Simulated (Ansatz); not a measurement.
# CHSi₂ (doublet): from Hartree-Fock to the top rungs, cc-pVDZ

How much of the correlation energy of CHSi₂ (doublet) does each wave-function method recover here?

The runs use Ansatz 0.2.0, Gaussian basis; cc-pVDZ, correlated electrons: outside noble gas.

The runs, in order: UHF; CCSD(T) on ROHF; CCSD(T) on UHF; BCCD(T) on ROHF; CISD; CCSDT(Q) on ROHF; CCSDT(Q) on UHF; CASSCF and MRCISD+Q, 9 electrons in 9 orbitals; CASSCF and NEVPT2, 9 electrons in 9 orbitals.

**1. The system**

The geometry is a PBE0/def2-TZVP stationary point (not a proven minimum).

4 atoms, charge 0, spin multiplicity 2.

Atoms are counted from 1 here; the program's logs count them from 0.

Bond lengths: C1–Si2 1.773 Å, C1–Si3 1.773 Å, C1–H4 1.085 Å, Si2–Si3 2.427 Å. Angles: Si2–C1–Si3 86.4°, Si2–C1–H4 136.8°, Si3–C1–H4 136.8°, C1–Si2–Si3 46.8°, C1–Si3–Si2 46.8°.

Geometry (Å):

```
atom    x (Å)     y (Å)     z (Å)
  C1  0.00000  -1.03330   0.00000
 Si2  0.00000   0.25896   1.21371
 Si3  0.00000   0.25896  -1.21371
  H4  0.00000  -2.11868   0.00000
```

In the tables R marks a restricted open-shell determinant and U an unrestricted one; 'frontier' is the active space of 9 electrons in 9 orbitals; correlation energies count from the lowest restricted Hartree-Fock solution.

**2. UHF**

The input, in.yaml:

```yaml
crystal:
  periodic: [false, false, false]
  atoms:
    - {symbol: C, position_ang: [0.000000, -1.033304, 0.000000]}
    - {symbol: Si, position_ang: [0.000000, 0.258963, 1.213707]}
    - {symbol: Si, position_ang: [0.000000, 0.258963, -1.213707]}
    - {symbol: H, position_ang: [0.000000, -2.118684, 0.000000]}
basis:
  gaussian: {orbitals: cc-pVDZ}
magnetization: {spin_polarized: true, initial_magnetization: 1}
hamiltonian: {xc: hf}
output: {orbitals: {seedname: orbitals}}
```

Started as:

```
$ ansatz run in.yaml --threads 1 --pin off --events-out ev --progress --plain --max-ram 2393MiB
```

The runs that follow: CCSD(T) on ROHF; CCSD(T) on UHF; BCCD(T) on ROHF; CISD; CCSDT(Q) on ROHF; CCSDT(Q) on UHF; CASSCF and MRCISD+Q, 9 electrons in 9 orbitals; CASSCF and NEVPT2, 9 electrons in 9 orbitals.

Q: Predict the results of all the runs planned. Wanted: correlation energy, UCCSDT(Q); RMP2 from UCCSDT(Q); UMP2 from UCCSDT(Q); RCCSD from UCCSDT(Q); RCCSD(T) from UCCSDT(Q); UCCSD(T) from UCCSDT(Q); RCCSDT(Q) from UCCSDT(Q); MRCISD+Q frontier from UCCSDT(Q); T1 diagnostic.

The runs gave:

```
                                      quantity                      value
                 correlation energy, UCCSDT(Q)                 -9.1260 eV
                           RMP2 from UCCSDT(Q)                +1321.7 meV
                           UMP2 from UCCSDT(Q)                +1381.6 meV
                          RCCSD from UCCSDT(Q)                 +511.7 meV
                       RCCSD(T) from UCCSDT(Q)                  +72.4 meV
                       UCCSD(T) from UCCSDT(Q)                  +74.1 meV
                      RCCSDT(Q) from UCCSDT(Q)                   +2.0 meV
              MRCISD+Q frontier from UCCSDT(Q)                 +135.4 meV
levels of the table within 1 kcal/mol (43 meV)  RCCSDT, UCCSDT, RCCSDT(Q)
                                 T1 diagnostic                      0.022
```

What this shows: RCCSD(T) lands +72.4 meV from the yardstick (0.8 % of the correlation energy). These misses are within one basis, not against nature; the frozen cores of restricted and unrestricted runs differ, which can shift their rows.
